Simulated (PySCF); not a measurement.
## Oxygen: a sound run and one with changed settings

Sound run: O [He] 2s2 2p4, O⁺ [He] 2s2 2p3. Calculation: PySCF 2.14, in aug-cc-pVDZ-DK (4s3p2d, 23 functions); the spin-free X2C one-electron Hamiltonian (Gaussian nucleus). In the sound run the correlated levels freeze 1s2. The sound run starts from symmetry-adapted Hartree-Fock orbitals and uses a fine grid where one is needed.

Changed run: basis STO-3G, all-electron and non-relativistic. This setting is unsound on purpose.

| species | method | sound run (hartree) | changed run (hartree) | converged |
| --- | --- | --- | --- | --- |
| O | UHF | -74.84860 | -73.80415 | yes |
| O | TPSS | -75.13927 | -74.05761 | yes |
| O | r2SCAN | -75.09193 | -74.01528 | yes |
| O | MP2 | -74.95902 | -73.80415 | yes |
| O⁺ | UHF | -74.40588 | -73.44358 | yes |
| O⁺ | TPSS | -74.62449 | -73.63352 | yes |
| O⁺ | r2SCAN | -74.58808 | -73.60160 | yes |
| O⁺ | MP2 | -74.47813 | -73.44358 | yes |

Ionisation energy of O:

| method | sound run (eV) | changed run (eV) |
| --- | --- | --- |
| UHF | 12.047 | 9.812 |
| TPSS | 14.008 | 11.540 |
| r2SCAN | 13.711 | 11.257 |
| MP2 | 13.086 | 9.812 |
| SCS-MP2 | 13.105 | 9.812 |

A minimal basis cannot let orbitals breathe on ionisation and holds almost no correlation. The Hamiltonian changed with the basis, so the totals do not compare.

For comparison, NIST gives 13.618 eV between the lowest levels.
